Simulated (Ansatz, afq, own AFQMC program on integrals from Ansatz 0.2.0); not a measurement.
Two steps: Ansatz 0.2.0 writes the Fock matrix and Cholesky factors of the valence space, and afq projects on them the lowest state that overlaps trial and start.

```yaml
crystal:
  periodic: [false, false, false]
  atoms:
    - {symbol: Si, position_ang: [0.000000, 0.000000, 0.000000]}
    - {symbol: H, position_ang: [1.638272, 0.015835, -0.000107]}
    - {symbol: H, position_ang: [-0.832850, 1.410864, -0.003233]}
    - {symbol: H, position_ang: [-0.805423, -1.426699, 0.003340]}
basis:
  gaussian: {orbitals: cc-pVDZ}
total_charge: 1
magnetization: {spin_polarized: false}
correlation: {method: ccsd_t, electrons: outside_noble_gas, hamiltonian_folder: ham}
```

```sh
$ ansatz run in.yaml --threads 1 --pin off --events-out ev --progress --plain --max-ram 16896MiB --backend cuda --devices 0, --max-vram 18GiB
```

afq runs on the folder ham with

```
--method phaseless --trial hf --walkers 40 --populations 1 --least-time 40 --time-step 0.005 --steps-per-block 5 --equilibration-blocks 400 --max-blocks 2400 --target-error 0.00058 --factor-cut 1e-05 --seed 9284 --taylor-order 8
```

Times are imaginary, in 1/Eh. The walk had a cap of 60 s.

afq prints:

```
orbitals 28  electrons 3 3  factors 196 of 314
reference energy -290.31906787 Eh
CCSD correlation -0.11344187 Eh in 9 cycles, weight of the determinant in the CISD state 0.9252
energy of the start -290.319068 Eh
 block  time / (1/Eh)  mean weight  energy / Eh
     1     0.025  0.9999  -290.323647
     2     0.050  1.0007  -290.328091
     3     0.075  0.9985  -290.333663
     4     0.100  1.0009  -290.338065
     5     0.125  1.0007  -290.340804
    10     0.250  0.9995  -290.355612
   156     3.900  0.9990  -290.424805
   311     7.775  1.0015  -290.460981
   466    11.650  1.0005  -290.416173
   621    15.525  0.9984  -290.433870
   776    19.400  0.9972  -290.550519
   931    23.275  0.9992  -290.432092
  1086    27.150  0.9991  -290.433784
  1241    31.025  0.9986  -290.437061
blocks merged  error / Eh  count
     1  0.001327  864
     2  0.001839  432
     4  0.002480  216
     8  0.003451  108
    16  0.004511  54
    32  0.006278  27
    64  0.007736  13
energy -290.444117 +/- 0.006278 Eh
(rows thinned)
```

The time cap ended the run before it passed its tests.

Against this walk (error 170.8 meV) on the same determinant: CCSD(T) 260.1 meV higher (within the noise), CCSDT(Q) 240.1 meV higher (within the noise), CCSDTQ 239.4 meV higher (within the noise), full CI 239.5 meV higher (within the noise), a separate phaseless walk with a CISD trial and standard settings 243.0 ± 170.8 meV higher (within the noise). The error is statistical and leaves out the bias of the constraint.

Cautions: constraint bias not in the error; error not settled; error above the target (170.8 against 15.8 meV); the sampling time fell short of the least asked.

The walk took 60 s on 1 × NVIDIA H100 80GB HBM3 with 2 threads of AMD EPYC 7R13 Processor (Zen 3) (shared host) (the card was shared). The log's last line is the phaseless energy.

CCSDT and higher add their correlation energy to the determinant of the CCSD(T) run, since their own runs factorise the integrals more tightly (a shift of under 2 meV). A walk keeps the symmetry of its determinant, which the program's search chose and which needn't be the lowest solution, so a lower state of the same spin and another symmetry isn't excluded.
